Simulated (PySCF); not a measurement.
**Nuclear quadrupole coupling in B(CO)H3**

Compound: B(CO)H3, CH3BO.
Structure used (PBE0-D3(BJ)/def2-SVP), in Å, numbered top down from 1:
```
atom  x, y, z in Å
B1    -0.0099    0.0010   -0.5418
C2     0.0132    0.0047    0.9770
O3     0.0347    0.0018    2.1086
H4     1.1684    0.0029   -0.8610
H5    -0.6089    1.0183   -0.8496
H6    -0.5974   -1.0287   -0.8331
```

Field gradients from the PBE0/pcSseg-1 density (PySCF, non-relativistic), principal values in atomic units, ordered |Vxx| ≤ |Vyy| ≤ |Vzz|:

```tsv
atom	Vxx	Vyy	Vzz
B1	-0.0778	-0.0796	0.1574
O3	0.1399	0.1459	-0.2858
```

Problem. Find the asymmetry η = (Vxx − Vyy)/Vzz and the couplings χ = eQV/h (234.96 MHz × Q in barn × V in au), with Q(11B) = 0.04059 b, Q(17O) = −0.0256 b.

Solution. 
```csv
atom,environment,nucleus,η,χzz (MHz),χxx (MHz),χyy (MHz)
B1,boron bonded to C and 3 H,11B,0.01,1.501,-0.742,-0.759
O3,oxygen bonded to C,17O,0.02,1.719,-0.842,-0.877
```

The gradient is axial or nearly so (η below 0.05) at B1 and O3. 

Problem. What is Vzz at B1 in SI units (1 au = 9.71736 × 10²¹ V/m²)?

Solution. 0.1574 au = 1.530 × 10²¹ V/m².

Problem. What couplings would deuterons (Q(2H) = 0.00286 b) have in place of the hydrogens, at this geometry?

Solution. 
| atom | bonded to | bond length (Å) | Vzz (au) | η | χzz (kHz) |
| --- | --- | --- | --- | --- | --- |
| H4 | B1 | 1.221 | 0.1971 | 0.07 | 132 |
| H5 | B1 | 1.220 | 0.1980 | 0.07 | 133 |
| H6 | B1 | 1.221 | 0.1972 | 0.07 | 133 |

Geometry: PBE0-D3(BJ)/def2-SVP; no solvent, vibrations or thermal averaging. The small basis limits the accuracy of the gradients.
